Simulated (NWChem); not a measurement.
# nitrogen (N2); SMILES N#N

All runs: NWChem. Pople sets run with spherical d functions. Each level has its own optimisation. Entropies are gas-phase, rigid-rotor, harmonic values for NWChem's default masses at 298.15 K and 1 bar, so the errors hold that model's part too (torsions, anharmonicity).

Measured entropy at 1 bar: 45.8 cal/(mol K) (CRC Handbook, as tabulated in the package chemicals).

```csv
level,entropy at 1 bar (cal/(mol K)),computed − measured
Hartree-Fock/STO-3G,45.9,+0.1
Hartree-Fock/3-21G,45.7,-0.1
Hartree-Fock/6-31G*,?,?
B3LYP/6-31G*,45.8,0.0
"LDA (Slater exchange, VWN5)/def2-SVP",45.8,0.0
PBE/def2-SVP,45.8,0.0
BLYP/def2-SVP,45.8,0.0
PBE0/def2-SVP,?,?
```

Some entries are withheld; supply them.


- PBE0/def2-SVP, entropy at 1 bar (cal/(mol K)): 45.8
- PBE0/def2-SVP, computed − measured: 0.0
- Hartree-Fock/6-31G*, entropy at 1 bar (cal/(mol K)): 45.7
- Hartree-Fock/6-31G*, computed − measured: -0.1
